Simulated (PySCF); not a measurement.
Job for PySCF: U-M06-2X/def2-TZVPPD on H (SMILES [H]), 2S+1 = 2.

```python
from pyscf import gto, dft

mol = gto.M(
    atom='''
    H     0.00000000    0.00000000    0.00000000
    ''',
    basis='def2-tzvppd',
    charge=0, spin=1, verbose=4, max_memory=1800)
mf = dft.UKS(mol, xc='m062x').density_fit(auxbasis='def2-universal-jkfit')
mf.grids.level = 4
mf.conv_tol = 1e-9
mf.max_cycle = 150
mf.kernel()
mf.dip_moment()
```

It printed:

```
PySCF version 2.14.0

[INPUT] verbose = 4
[INPUT] num. atoms = 1
[INPUT] num. electrons = 1
[INPUT] charge = 0
[INPUT] spin (= nelec alpha-beta = 2S) = 1
[INPUT] symmetry False subgroup None
[INPUT] Mole.unit = angstrom
[INPUT] Symbol           X                Y                Z      unit          X                Y                Z       unit  Magmom
[INPUT]  1 H      0.000000000000   0.000000000000   0.000000000000 AA    0.000000000000   0.000000000000   0.000000000000 Bohr   0.0

nuclear repulsion = 0
number of shells = 7
number of NR pGTOs = 19
number of NR cGTOs = 17
basis = def2-tzvppd
ecp = {}


******** <class 'pyscf.df.df_jk.DFUKS'> ********
method = DFUKS
initial guess = minao
damping factor = 0
level_shift factor = 0
DIIS = <class 'pyscf.scf.diis.CDIIS'>
diis_start_cycle = 1
diis_space = 8
diis_damp = 0
SCF conv_tol = 1e-09
SCF conv_tol_grad = None
SCF max_cycles = 150
direct_scf = False
number electrons alpha = 1  beta = 0
XC library pyscf.dft.libxc version 7.1.2
    S. Lehtola, C. Steigemann, M. J. T. Oliveira, and M. A. L. Marques,  SoftwareX 7, 1–5 (2018)
XC functionals = m062x
    Y. Zhao and D. G. Truhlar,  Theor. Chem. Acc. 120, 215 (2008)
    Y. Zhao and D. G. Truhlar,  Theor. Chem. Acc. 120, 215 (2008)
radial grids:
    Treutler-Ahlrichs [JCP 102, 346 (1995); DOI:10.1063/1.469408] (M4) radial grids

becke partition: Becke, JCP 88, 2547 (1988); DOI:10.1063/1.454033
pruning grids: <function nwchem_prune>
grids dens level: 4
symmetrized grids: False
atomic radii adjust function: <function treutler_atomic_radii_adjust>
small_rho_cutoff = 0
Set gradient conv threshold to 3.16228e-05
tot grids = 15712
******** <class 'pyscf.df.df.DF'> ********
auxbasis = def2-universal-jkfit
init E= -0.395479561559861

WARN: HOMO -0.196214853408087 >= LUMO -0.196214853408088

cycle= 1 E= -0.493316159630094  delta_E= -0.0978  |g|= 0.0632  |ddm|= 0.388

WARN: HOMO -0.390644766665841 >= LUMO -104083.554592077

cycle= 2 E= -0.497941300362855  delta_E= -0.00463  |g|= 0.0123  |ddm|= 0.111

WARN: HOMO -0.381311263665047 >= LUMO -213479.30707427

cycle= 3 E= -0.498135916858417  delta_E= -0.000195  |g|= 0.00257  |ddm|= 0.0317

WARN: HOMO -0.378928803187304 >= LUMO -220871.227084968

cycle= 4 E= -0.498147721646728  delta_E= -1.18e-05  |g|= 8.62e-05  |ddm|= 0.00943

WARN: HOMO -0.37888907851611 >= LUMO -220087.730338312

cycle= 5 E= -0.49814772492513  delta_E= -3.28e-09  |g|= 4.67e-06  |ddm|= 6.46e-05

WARN: HOMO -0.378890443529234 >= LUMO -220124.023929672

cycle= 6 E= -0.498147724932664  delta_E= -7.53e-12  |g|= 1.9e-06  |ddm|= 2.16e-06

WARN: HOMO -0.378891292451292 >= LUMO -220150.167584705

Extra cycle  E= -0.49814772493416  delta_E= -1.5e-12  |g|= 2.25e-08  |ddm|= 1.52e-06
converged SCF energy = -0.49814772493416  <S^2> = 0.75  2S+1 = 2
Dipole moment(X, Y, Z, Debye): -0.00000, -0.00000, -0.00000
```

The calculation finished and met its thresholds.

Cost: about 0.4 core-seconds (a rough figure).
